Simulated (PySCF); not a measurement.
Molecule: Pyrazine (SMILES c1cnccn1).

Molfile (atoms numbered from 1):
```
C4H4N2
     RDKit          3D

 10 10  0  0  0  0  0  0  0  0999 V2000
   -0.5760   -1.1968    0.0035 C   0  0  0  0  0  0  0  0  0  0  0  0
    0.8126   -1.0501    0.0373 C   0  0  0  0  0  0  0  0  0  0  0  0
    1.3908    0.1471    0.0338 N   0  0  0  0  0  0  0  0  0  0  0  0
    0.5760    1.1968   -0.0035 C   0  0  0  0  0  0  0  0  0  0  0  0
   -0.8126    1.0501   -0.0373 C   0  0  0  0  0  0  0  0  0  0  0  0
   -1.3908   -0.1471   -0.0338 N   0  0  0  0  0  0  0  0  0  0  0  0
   -1.0342   -2.1923    0.0069 H   0  0  0  0  0  0  0  0  0  0  0  0
    1.4680   -1.9278    0.0678 H   0  0  0  0  0  0  0  0  0  0  0  0
    1.0342    2.1923   -0.0069 H   0  0  0  0  0  0  0  0  0  0  0  0
   -1.4680    1.9278   -0.0678 H   0  0  0  0  0  0  0  0  0  0  0  0
  1  2  1  0
  2  3  2  0
  3  4  1  0
  4  5  2  0
  5  6  1  0
  6  1  2  0
  1  7  1  0
  2  8  1  0
  4  9  1  0
  5 10  1  0
M  END
```

Spin–spin couplings on one PBE0-D3(BJ)/def2-SVP geometry, PySCF 2.14.0 with density-fitted response routines, gas phase, non-relativistic, equivalent pairs averaged (spin–dipole term only in couplings to heteroatoms); isotopes ¹³C, ¹H; basis pcJ-1.

Reference values (Hz): ¹J(C1,H7) = 182.7 (measured; liquid or solution (compiled); Buevich, Sauri, Parella, De Tommasi, Bifulco, Williamson, Martin, Chem. Commun. 2019 (ESI)).

Question: How do the couplings (Hz) change with the functional? Times are CPU seconds on shared hosts with different chips, so compare them loosely.

Answer: 
```
functional  functions  ¹J(C1,H7)  abs. error  core-s
       LDA        202      148.8        33.9     9.3
       PBE        202      174.2         8.5      13
       KT2        202      187.8         5.1      13
     B3LYP        202      189.6         6.9      19
      PBE0        202      180.4         2.3      14
     B97-2        202      172.8         9.9      13
 BHandHLYP        202      203.9        21.2      12
 CAM-B3LYP        202      187.8         5.1      19
```

Errors compare magnitudes, without vibrational corrections. Closest: PBE0; furthest: LDA. Left out for a near triplet instability: HF/pcJ-1.
